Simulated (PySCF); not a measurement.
LiP: from constants to spectrum

UHF-CCSD(T) constants of LiP, ³Σ⁻ (triplet), unpaired electrons π ↑↑ (basis Li jorge-DZP-DKH, P jorge-DZP-DKH; spin-free X2C with a Gaussian nucleus; PySCF 2.14; masses 7.0160 and 30.9738 u):

```
ωe              : 457.2 cm⁻¹
ωexe            : 3.18 cm⁻¹
Be              : 0.51394 cm⁻¹
αe              : 0.00571 cm⁻¹
D (centrifugal) : 2.6e-06 cm⁻¹
De to Li + P    : 1.25 eV
```

Q: Give the vibrational terms G(v) and spacings up to v = 6.

A: G(v) = ωe(v+½) − ωexe(v+½)².

```
v  G(v) (cm⁻¹)  G(v) − G(v−1)  Bv (cm⁻¹)
0          228                    0.5111
1          679            451     0.5054
2         1123            444     0.4997
3         1561            438     0.4940
4         1993            432     0.4882
5         2418            425     0.4825
6         2837            419     0.4768
```

Q: How well does the Morse estimate ωe²/(4ωexe) reproduce De, and what is D0?

A: It gives 2.04 eV, 163 % of the computed De. D0 = De − G(0) = 1.25 − 0.03 = 1.22 eV.

Correlated steps freeze 5 core orbitals. Correlated levels converge slowly with the basis: in double zeta they bind strong bonds too weakly, by up to about 1 eV, and carry superposition errors of some tenths. The state was picked by a PBE0 search and need not be the measured ground state.
